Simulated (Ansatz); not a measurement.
**HGe–NH₂⁺, doublet in cc-pVTZ: errors against UCCSDT(Q)**

Geometry: that of the HGe–NH2, singlet, kept fixed.

| atom | x (Å) | y (Å) | z (Å) |
| --- | --- | --- | --- |
| Ge | 0.0000 | -0.0292 | 0.3354 |
| N | 0.0000 | 0.0337 | -1.4792 |
| H | 0.0000 | 1.5671 | 0.4649 |
| H | 0.0000 | 0.8718 | -2.0380 |
| H | 0.0000 | -0.8031 | -2.0403 |

Basis cc-pVTZ; Ansatz 0.2.0. Correlated methods freeze the noble-gas cores and the filled d shells of p-block atoms, which leaves 11 electrons in 100 orbitals. Prefix R: restricted or restricted open-shell reference; prefix U: unrestricted. Active spaces: valence = (11e, 11o) chosen from the atoms' valence shells. No spin–orbit coupling is included, and no scalar relativity.

Full CI isn't at hand for all of this; UCCSDT(Q) serves as the reference, and is uncertain by about the last step of the cluster series. The frozen core follows each run's orbitals, which can shift R against U totals by a few meV for light atoms and by up to 0.1 eV past Ca.

The UHF ⟨S²⟩ is 0.786. The T1 diagnostic (RCCSD) is 0.0323 and the largest doubles amplitude (RCCSD) is 0.073. The T1 diagnostic (UCCSD) is 0.0243.

```tsv
level	E − E(UCCSDT(Q)) (kJ/mol)	share of correlation (%)	wall time
UHF	862.8	1.49	–
UMP2	91.0	89.61	–
UCCSD	39.7	95.46	–
UCCSD(T)	4.5	99.49	6 s (H100)
UCCSDT	2.5	99.71	–
```

The correlation energy at UCCSDT(Q), counted from RHF, is -9.077 eV. That run took 43 s on 2 threads of AMD EPYC 7R13 with a shared H100 80 GB, shared host.

Run but not shown, since their state or frozen core can't be matched to the reference's or they repeat it: RHF, RMP2, RCCSD, RCCSD(T), BCCD(T), RCCSDT, RCCSDT(Q), CASSCF (valence space), NEVPT2 (valence space).

Times hold each run's SCF and search for its determinant on a shared host, so for small cases they say little of a method's own cost.

Natural occupations of CASSCF (valence space) about the gap: 1.977 1.976 1.958 1.956 1.004 0.043 0.033 0.027 0.022 0.020; effectively unpaired electrons, Σ n²(2−n)², 1.04.
